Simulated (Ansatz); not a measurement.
# SiCCl+ (quintet): wave-function methods side by side, def2-TZVPP

The task here is to estimate one member of a computed series from the others.

Computed with Ansatz 0.2.0, Gaussian basis. Level: def2-TZVPP, core rule «outside noble gas», up to 11 orbitals frozen.

To be run: UHF; ROHF; CCSD(T) on UHF.

### The geometry

The geometry is a PBE0/def2-TZVP stationary point (not a proven minimum) of the parent state, kept for this charge and spin.

3 atoms, charge 1, spin multiplicity 5.

Atoms are counted from 1 here; the program's logs count them from 0.

Bond lengths: C1–Si2 1.858 Å, Si2–Cl3 2.076 Å. Angles: C1–Si2–Cl3 103.7°.

Set-up of the first run:

Contents of in.yaml:

```yaml
crystal:
  periodic: [false, false, false]
  atoms:
    - {symbol: C, position_ang: [0.000000, -0.896812, 1.818922]}
    - {symbol: Si, position_ang: [0.000000, 0.607235, 0.728623]}
    - {symbol: Cl, position_ang: [0.000000, -0.177225, -1.193419]}
basis:
  gaussian: {orbitals: def2-TZVPP}
total_charge: 1
magnetization: {spin_polarized: true, initial_magnetization: 4}
hamiltonian: {xc: hf}
output: {orbitals: {seedname: orbitals}}
```

Started as:

```console
> ansatz run in.yaml --threads 1 --pin off --events-out ev --progress --plain --max-ram 4096MiB --backend cpu
```

Steps of the session up to this table: UHF; ROHF; CCSD(T) on UHF.

One table of the session follows, with a row left open; its other results are not shown here.

It belongs to the step «Misses and costs». 

| method | from UCCSD(T) (kcal/mol) |
| --- | --- |
| ROHF | +236.12 |
| UHF | +233.57 |
| UMP2 | ? |
| UCCSD | +11.28 |
| UCCSD(T) | 0 |

**Question.** Estimate the row for UMP2.

As computed: from UCCSD(T) (kcal/mol): +35.05. In the column «from UCCSD(T) (kcal/mol)» it lies between UCCSD (+11.28) and UHF (+233.57).
